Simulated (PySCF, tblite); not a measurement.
Breaking a bond: BeH, doublet.

- GFN2-xTB, 300 K electronic temperature (tblite)
- UCCSD(T) = CCSD(T) on UHF/aug-cc-pVTZ (PySCF)

Energies relative to the lowest point of each curve near equilibrium, in kJ/mol; the last columns give the difference from UCCSD(T):

```
R / Å  GFN2-xTB  UCCSD(T)  GFN2-xTB − UCCSD(T)
-----  --------  --------  -------------------
1.03       83.3     101.5                -18.2
1.07       55.6      70.6                -15.0
1.14       23.9      32.7                 -8.8
1.23        4.5       7.2                 -2.7
1.28        0.6       1.4                 -0.8
1.32        0.0       0.0                  0.0
1.36        1.2       1.0                  0.1
1.40        3.8       4.0                 -0.3
1.45        8.6      10.0                 -1.4
1.50       14.8      17.9                 -3.2
1.57       25.2      31.5                 -6.3
1.70       46.6      61.1                -14.5
1.85       75.0      97.7                -22.7
2.03      111.4     139.4                -28.0
2.23      151.9     176.9                -25.0
2.45      194.8     203.8                 -9.0
2.70      238.9     218.4                 20.5
2.98      278.3     224.1                 54.2
3.32      308.2     225.9                 82.3
3.65      322.9     226.3                 96.7
4.06      331.7     226.5                105.2
4.77      336.9     226.8                110.1
5.39      338.2     227.0                111.2
```

GFN2-xTB is furthest from UCCSD(T) at 5.39 (111.2 kJ/mol, above); its mean absolute difference over the points is 32.0 kJ/mol.

The unrestricted determinant behind UCCSD(T) is spin-contaminated at 2.03 to 5.39 Å (<S²> up to 1.0, against 0.75 for a pure doublet).
